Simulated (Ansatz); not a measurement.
Input file:

```yaml
crystal:
  periodic: [false, false, false]
  atoms:
    - {symbol: Al, position_ang: [0.084376, 0.005225, 0.254054]}
    - {symbol: Al, position_ang: [-0.080498, 0.013599, -2.094768]}
    - {symbol: H, position_ang: [-0.003878, -0.018825, 1.840714]}
basis:
  gaussian: {orbitals: cc-pVTZ}
magnetization: {spin_polarized: false, initial_magnetization: 3}
correlation: {method: ccsdt_q, electrons: outside_noble_gas}
```

```sh
$ ansatz run in.yaml --threads 1 --pin off --events-out ev --progress --plain --max-ram 2393MiB
```

Log:

```
948 factors; integrals over basis functions are off by at most 1.5e-7 eV
mean field evaluation 1: about -13178.8718 eV, gradient 6.6e0 eV
mean field evaluation 2: about -13178.8753 eV, gradient 6.6e0 eV
mean field evaluation 4: about -13179.7968 eV, gradient 1.4e0 eV
mean field evaluation 8: about -13179.8656 eV, gradient 3.1e-1 eV
mean field evaluation 16: about -13179.8772 eV, gradient 2.0e-6 eV
mean field evaluation 32: about -13179.8617 eV, gradient 5.2e-1 eV
mean field evaluation 64: about -13177.1896 eV, gradient 2.6e0 eV
mean field evaluation 96: about -13176.9569 eV, gradient 4.7e-4 eV
mean field evaluation 128: about -13176.4999 eV, gradient 1.2e-2 eV
mean field -13179.87722137 eV, -484.3515542437 hartree, gradient 2.0e-6 eV, S^2 3.750000; 6 other end points of the search recorded, 0 dependent functions left out
mean field evaluation 160: about -13179.7673 eV, gradient 1.4e0 eV
determinant -13179.87722137 eV, -484.3515542437 hartree, with singles and doubles -13183.52128940 eV, -484.4854712739 hartree
determinant -13177.88766446 eV, -484.2784393758 hartree, with singles and doubles -13181.24329274 eV, -484.4017564405 hartree
determinant -13177.78791614 eV, -484.2747736927 hartree, with singles and doubles -13181.17952233 eV, -484.3994129212 hartree
determinant -13177.16547895 eV, -484.2518995478 hartree, with singles and doubles -13180.94294005 eV, -484.3907186827 hartree
determinant -13176.95694008 eV, -484.2442358857 hartree, with singles and doubles -13180.87138177 eV, -484.3880889644 hartree
10 core orbitals not correlated: weight in the atoms' cores, before any rotation towards them, 1.000 or more for the frozen orbitals, at most 0.000 for the correlated occupied ones
reference -13179.87722137 eV, -484.3515542437 hartree; 5, 2 occupied and 67, 70 virtual orbitals, 948 factors
second order -2.88337890 eV of doubles, -0.03424464 eV of singles
cycle   1  -3.35389029 eV  change   -4.4e-1 eV  update   8.4e-2
cycle   2  -3.70780289 eV  change   -3.5e-1 eV  update   4.4e-2
cycle   3  -3.79173138 eV  change   -8.4e-2 eV  update   2.3e-2
cycle   4  -3.78904266 eV  change    2.7e-3 eV  update   1.3e-2
cycle   5  -3.80281245 eV  change   -1.4e-2 eV  update   6.3e-3
cycle   6  -3.80323405 eV  change   -4.2e-4 eV  update   3.4e-3
cycle   7  -3.80057750 eV  change    2.7e-3 eV  update   1.3e-3
cycle   8  -3.80148523 eV  change   -9.1e-4 eV  update   5.6e-4
cycle   9  -3.80194435 eV  change   -4.6e-4 eV  update   2.1e-4
cycle  10  -3.80173491 eV  change    2.1e-4 eV  update   1.0e-4
cycle  11  -3.80172320 eV  change    1.2e-5 eV  update   5.3e-5
cycle  12  -3.80173318 eV  change   -1.0e-5 eV  update   2.2e-5
cycle  13  -3.80175805 eV  change   -2.5e-5 eV  update   1.2e-5
cycle  14  -3.80176705 eV  change   -9.0e-6 eV  update   4.8e-6
cycle  15  -3.80176722 eV  change   -1.7e-7 eV  update   2.4e-6
cycle  16  -3.80176555 eV  change    1.7e-6 eV  update   1.3e-6
cycle  17  -3.80176516 eV  change    3.9e-7 eV  update   6.5e-7
perturbative correction -0.01343528 eV, -0.0004937374 hartree
Total energy: -13183.69242181 eV, -484.4917602738 hartree
```

For the same geometry and basis UCCSDT(Q) lies 1.6 meV lower.

Ran on 1 thread of Arm Neoverse V1, shared host: 92 s wall, 0.85 GiB peak host memory.
